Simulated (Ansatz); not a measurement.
# One elementary step

Start structure (CH8OSi, closed shell), relaxed at PBE0-D4/def2-TZVP:

Si1  (-1.427, 0.350, 1.012)
O2  (-0.013, 0.990, 1.570)
H3  (-1.356, -1.133, 0.904)
H4  (-2.567, 0.689, 1.909)
H5  (-1.644, 0.944, -0.326)
H6  (1.433, 0.121, -0.621)
C7  (1.347, -0.514, -1.503)
H8  (0.276, 0.733, 2.446)
H9  (0.889, -1.464, -1.225)
H10  (0.726, -0.017, -2.248)
H11  (2.337, -0.698, -1.920)
(Å)

The step: SiH₄O ([OH][SiH3]) + CH₄ → CH₆Si ([CH3][SiH3]) + H₂O; bonds formed: Si1–C7, O2–H6; bonds broken: Si1–O2, H6–C7. Program: Ansatz 0.2.0. Basis: def2-TZVPP and def2-QZVPP. Cores are frozen in the correlated methods. Extrapolation: Hartree–Fock as exp(−7.88 √X), correlation as X^−2.97. Energies below are by CCSD(T) at an estimated basis limit (MP2 extrapolated from triple and quadruple zeta, plus CCSD(T) − MP2 in triple zeta).

Q: What are the electronic barrier and the energy of the step, from the start structure to the end structure? (An estimate is asked for; the value comes from the calculation.)

A: Computed: Barrier 295.8 kJ/mol; step energy 84.7 kJ/mol (uphill); reverse barrier, their difference, 211.1 kJ/mol. Barrier and step energy count from the start structure, the reverse barrier from the end structure.

The saddle point: One imaginary mode of 1310i cm⁻¹.
```json
{"pair": "Si1–C7", "start (Å)": "3.84", "saddle (Å)": "2.20", "end (Å)": "1.87"}
{"pair": "O2–H6", "start (Å)": "2.77", "saddle (Å)": "1.17", "end (Å)": "0.96"}
{"pair": "Si1–O2", "start (Å)": "1.65", "saddle (Å)": "1.89", "end (Å)": "3.37"}
{"pair": "H6–C7", "start (Å)": "1.09", "saddle (Å)": "1.43", "end (Å)": "3.71"}
```

Zero-point energy (harmonic, PBE0-D4): ZPE is 220.8 kJ/mol at the start and 214.9 kJ/mol at the saddle, so the barrier goes from 295.8 to 289.8 kJ/mol.

The T1 diagnostic stays at or below 0.012.

Labels in which every atom is bracketed show which atoms are joined, not bond orders.

For scale, one of the runs: CCSD(T)/def2-TZVPP, 216 basis functions, launched by `ansatz run in.yaml --threads 4 --pin off --events-out ev --progress --plain --max-ram 9574MiB`. The run took 43 s on 4 CPU threads of an Arm Neoverse V2 (shared host), with 3.2 GiB of host memory at its peak.
